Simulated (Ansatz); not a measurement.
System: Sr2P7I (P2₁3, No. 198; cell taken from a computed entry). Method: LDA (plane waves, PAW; Ansatz, an electronic-structure program).

Settings: plane-wave cutoff 520 eV, 4×4×4 k mesh, Fermi–Dirac smearing 0.01 eV, scalar-relativistic PAW data made under PBE.

Cell (relaxed with PBEsol):

```xyz
40
Lattice="9.8291 0.0000 0.0000 0.0000 9.8291 0.0000 0.0000 0.0000 9.8291" Properties=species:S:1:pos:R:3 pbc="T T T"
Sr     1.5129     6.4274     8.3162
Sr     3.4016     3.4016     3.4016
Sr     6.4274     8.3162     1.5129
Sr     8.3162     1.5129     6.4274
Sr     8.8560     3.9415     0.9731
Sr     5.8876     5.8876     5.8876
Sr     3.9415     0.9731     8.8560
Sr     0.9731     8.8560     3.9415
P      7.0756     2.1611     2.7534
P      7.6680     7.6680     7.6680
P      2.1611     2.7534     7.0756
P      2.7534     7.0756     2.1611
P      3.0584     4.5874     6.3147
P      1.8562     5.2416     1.4002
P      7.9729     0.3271     3.5143
P      6.7707     9.5020     8.4289
P      6.3147     3.0584     4.5874
P      1.4002     1.8562     5.2416
P      3.5143     7.9729     0.3271
P      8.4289     6.7707     9.5020
P      4.5874     6.3147     3.0584
P      5.2416     1.4002     1.8562
P      0.3271     3.5143     7.9729
P      9.5020     8.4289     6.7707
P      3.5216     4.4539     0.2626
P      1.3929     5.3751     5.1771
P      8.4362     0.4606     9.5665
P      6.3074     9.3685     4.6519
P      0.2626     3.5216     4.4539
P      5.1771     1.3929     5.3751
P      9.5665     8.4362     0.4606
P      4.6519     6.3074     9.3685
P      4.4539     0.2626     3.5216
P      5.3751     5.1771     1.3929
P      0.4606     9.5665     8.4362
P      9.3685     4.6519     6.3074
I      3.4340     8.3485     6.3951
I      1.4805     1.4805     1.4805
I      8.3485     6.3951     3.4340
I      6.3951     3.4340     8.3485
```

**Question.** Estimate the band gap, smallest direct gap on the k points sampled and Γ–Γ gap that the calculation returns.

**Answer.** 
- band gap: 1.91 eV
- smallest direct gap on the k points sampled: 1.94 eV
- Γ–Γ gap: 2.01 eV

Note: cell and atoms aren't relaxed at this level (largest force component 0.10 eV/Å, pressure -1.6 GPa).

Spin–orbit coupling is not included; with these elements it can move the gap by several tenths of an eV or more.
